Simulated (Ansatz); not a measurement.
Cohesive energy (eV/atom) of solids drawn from the class of elemental solids other than molecular ones, at two levels: PBE (PAW; Ansatz, a quantum-chemistry and plane-wave program), and PBEsol (Ansatz, PAW).

```tsv
solid	PBE	PBEsol	shift (eV/atom)
hcp Y	4.19	4.61	+0.42
bcc W	8.40	9.18	+0.78
fcc Cu	3.52	4.08	+0.56
fcc Pb	2.95	3.35	+0.40
bcc K	0.87	0.93	+0.06
hcp Co	5.02	5.84	+0.82
bcc Ba	1.88	2.12	+0.24
fcc Ni	4.76	5.47	+0.71
hcp Hf	6.41	7.06	+0.65
hcp Re	7.84	8.82	+0.98
```

The shifts run from +0.06 eV/atom to +0.98 eV/atom, with a median of +0.60 eV/atom.

Over all 10 rows PBEsol is the larger in 10.

Ansatz's runs of these crystals have no spin polarisation, but for hcp Co, fcc Ni.

Density-functional runs with spin start from parallel moments for hcp Co, parallel moments for fcc Ni.

Spin–orbit coupling is left out, also for the solids with elements from indium on (bcc W, fcc Pb, bcc Ba, hcp Hf, hcp Re); its size isn't shown.

Free atoms are spin-polarised, in the lowest state found; at levels without +SOC their spin–orbit coupling is left out. Each level is taken at its own relaxed cell. Ansatz's density-functional and Hartree–Fock values are scalar-relativistic unless marked +SOC, with PAW data made under PBE.
